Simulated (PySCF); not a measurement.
Species: C2H5F.
Atom-mapped SMILES: `[CH3:1][CH2:2][F:3]` (hydrogens: H4, H5, H6 on C1; H7, H8 on C2)

Computed with PySCF at wB97X-D/pcSseg-2, non-relativistic, on one gas-phase PBE0-D3(BJ)/def2-TZVP geometry that isn't relaxed in the solvent. The solvent is an IEF-PCM continuum (cavity from Bondi-type radii × 1.2). The model holds no explicit solvent molecules, cavitation or dispersion.

Gas phase at wB97X-D/pcSseg-2: HOMO -11.33 eV, LUMO 2.43 eV, dipole 1.96 D.

Task: What does the continuum do to the energy, the frontier levels and the dipole at wB97X-D/pcSseg-2 in chloroform?

Result: 
| solvent | ε | E(solvent) − E(gas) (kcal/mol) | polarisation term (kcal/mol) | distortion of the solute (kcal/mol) | HOMO (eV) | LUMO (eV) | dipole (D) |
| --- | --- | --- | --- | --- | --- | --- | --- |
| chloroform | 4.711 | -2.06 | -2.28 | 0.22 | -11.25 | 2.65 | 2.27 |

The polarisation term is half the interaction of the solute with the surface charges that it induces; the rest is the cost of distorting the solute's density. The sum is the electrostatic part of solvation alone.

Task: Which radius a makes the point-dipole formula ΔE = −[(ε − 1)/(2ε + 1)]·μ²/a³ give the value in chloroform, with the gas-phase dipole?

Result: μ = 0.770 au and |ΔE| = 0.00329 Eh give a = 2.12 Å; the farthest nucleus lies 1.75 Å from the centroid of the nuclei. The formula assumes a rigid point dipole at the centre of a sphere.

On one thread, Arm Neoverse N1 (aarch64), shared host, this took 16 s and 0.75 GiB of memory at its peak. This is the whole shielding run at wB97X-D/pcSseg-2 in chloroform, SCF included.

wB97X-D is run here without its empirical dispersion term; that term would change no orbital, density or response property at a fixed geometry.
